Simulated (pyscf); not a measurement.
Thermochemistry of product channels of `[OH][AsH][OH]` + `[SiH4]` on the singlet surface, in kJ/mol, from ωB97M-D3(BJ)/def2-TZVP energies (ideal gas, 1 atm, RRHO with modes under 100 cm⁻¹ raised to 100, one conformer, R ln 2 for rigid chiral ones). Single points on ωB97X-D3(BJ)/def2-SVP structures (PySCF, gas phase).

| products | ΔE | ΔH(298 K) | ΔG(298 K) | ΔG(900 K) |
|---|---|---|---|---|
| `[OH][SiH3]` + `[OH][AsH2]` | -64.6 | -63.9 | -69.8 | -81.2 |
| `[OH][As]([OH])[SiH3]` + `[H][H]` | +17.7 | +11.6 | +18.0 | +21.9 |

These are energies of the channels, which say nothing of barriers. HO–As(OH)–SiH₃ lies 75.3 kJ/mol over its isomer HO–SiH₂–AsH–OH, and others may lie lower still (electronic energy, ωB97M-D3(BJ)). Elements up to Kr have no core potential and no relativistic terms here.
